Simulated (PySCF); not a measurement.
**Dipole moment and polarisability of `[SiH3]S[SiH3]`**

H6SSi2.
Structure used (GFN2-xTB), in Å, numbered top down from 1:
```
atom  x, y, z in Å
Si1    1.5951    0.5150    0.2843
S2    -0.0005    0.6124   -1.1466
Si3   -1.5926   -0.4956   -0.2300
H4     1.9392   -0.8858    0.4975
H5     2.6592    1.2672   -0.3540
H6     1.1367    1.1170    1.5309
H7    -1.1327   -1.8606   -0.0016
H8    -2.6578   -0.4122   -1.2116
H9    -1.9330    0.1486    1.0332
```

Level: PBE0/def2-SVPD (PySCF), static field, nuclei fixed, core orbitals frozen in the response. The polarisability tensor in these axes (au):

```
x   89.84  8.05  4.11
y    8.05 68.44 -1.60
z    4.11 -1.60 70.72
```

Task: Diagonalise the tensor; give its mean and Δα, where Δα² is half the sum of the squared differences of the eigenvalues.

Result: Principal values 64.40, 71.55 and 93.05 au; mean 76.33 au = 11.31 Å³ = 12.59 × 10⁻⁴⁰ C²·m²/J; Δα = 25.83 au (34 % of the mean).

Task: What is the dipole moment, and where does it point?

Result: (0.00, -0.59, 1.15) D, 1.29 D in size, pointing from the negative to the positive side. Measured along this direction, the outermost atoms are S2 at the negative end and H9, H7, H6 and H4 at the positive end.

Task: Give the eigenvalues of the traceless quadrupole moment Θ = ½Σq(3rr − r²1), origin at the centre of nuclear charge.

Result: -3.00, -2.81, 5.81 D·Å. The values depend on the origin, since the dipole doesn't vanish. The electronic extent ⟨r²⟩ about the same centre is 585 bohr², a root-mean-square distance of 1.81 Å for the 50 electrons.

Task: What depolarisation ratio follows for Rayleigh scattering of linearly polarised light, taking the static tensor?

Result: ρ = 3Δα²/(45ᾱ² + 4Δα²) = 2001.4/(262184 + 2668.6) = 0.00756.

Task: In TDDFT the mean static polarisability is Σ f/ω² over all singlet excitations (ω in hartree). How much of it do the 8 lowest give? Their energies (eV) and oscillator strengths: 5.63, 0.0135; 6.23, 0.0000; 6.28, 0.0001; 6.78, 0.0009; 6.99, 0.0329; 7.06, 0.0572; 7.32, 0.0000; 7.53, 0.0006.

Result: They add up to 1.69 au, 2.2 % of the 76.33 au; the largest single term is 0.85 au, from the state at 7.06 eV. Terms in order: 0.31, 0.00, 0.00, 0.01, 0.50, 0.85, 0.00, 0.01 au. Higher excitations give the rest. The strengths listed sum to 0.105.

Geometry: GFN2-xTB; no solvent, vibrations or thermal averaging.
